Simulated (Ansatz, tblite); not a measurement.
Isomers of Li3H2 (doublet), found by a short tight-binding search and relaxed with PBE-D4/def2-TZVP in Ansatz.

The xTB rows come from tblite. LC-ωPBE has ω = 0.4 bohr⁻¹. Correlated methods freeze no core orbitals; core or outer-core shells of Li are correlated, in sets that lack core-valence functions. In CCSD on the charge 0 doublet the largest single amplitude is 0.42, so its Hartree–Fock determinant may place the open shell otherwise than the density functionals do.

Run but left out: HF/def2-TZVPP, MP2/def2-TZVPP (B: a determinant that CCSD turns far, T1 0.118).

B: At CCSD(T)/def2-TZVPP T1 of the charge 0 doublet is large (up to 0.118), so the single-reference result is doubtful.

Other spin states were run for one of them alone.

A:

```xyz
5

Li    0.239    1.420    0.398
Li    0.311   -1.011    0.616
Li   -0.988   -1.035   -1.805
H     0.859    0.350    1.567
H    -0.422    0.276   -0.777
```

B:

```tsv
atom	x (Å)	y (Å)	z (Å)
Li1	-0.446	-0.822	-1.107
Li2	1.249	-0.220	0.447
Li3	-0.745	1.035	0.683
H4	-0.449	-0.809	0.760
H5	0.391	0.815	-0.784
```

C:

Cartesian coordinates in Å:
```
Li -0.8922 1.6346 0.4109
Li 0.8177 0.2907 -1.6989
Li 0.0448 -1.0128 0.6815
H 0.9029 -1.1485 -0.7845
H -0.8732 0.2360 1.3908
```

Q: Estimate which lies lowest at each level, and how far above it the others are (kJ/mol).

A: 
| level | A | B | C |
| --- | --- | --- | --- |
| GFN1-xTB | 30.9 | 0.0 | 5.1 |
| GFN2-xTB | 26.8 | 62.0 | 0.0 |
| PBE-D4/def2-TZVP | 10.6 | 50.4 | 0.0 |
| r2SCAN-D4/def2-TZVP | 11.2 | 54.5 | 0.0 |
| r2SCANh-D4/def2-TZVP | 11.3 | 56.9 | 0.0 |
| PBE0-D4/def2-TZVP | 11.2 | 60.0 | 0.0 |
| LC-ωPBE/def2-TZVP | 14.3 | 83.0 | 0.0 |
| CCSD/def2-TZVPP | 15.5 | 76.0 | 0.0 |
| CCSD(T)/def2-TZVPP | 15.1 | 73.5 | 0.0 |
Point groups (tolerance 0.1 Å): A Cs, B C2v, C C2v. Lower isomers may exist.
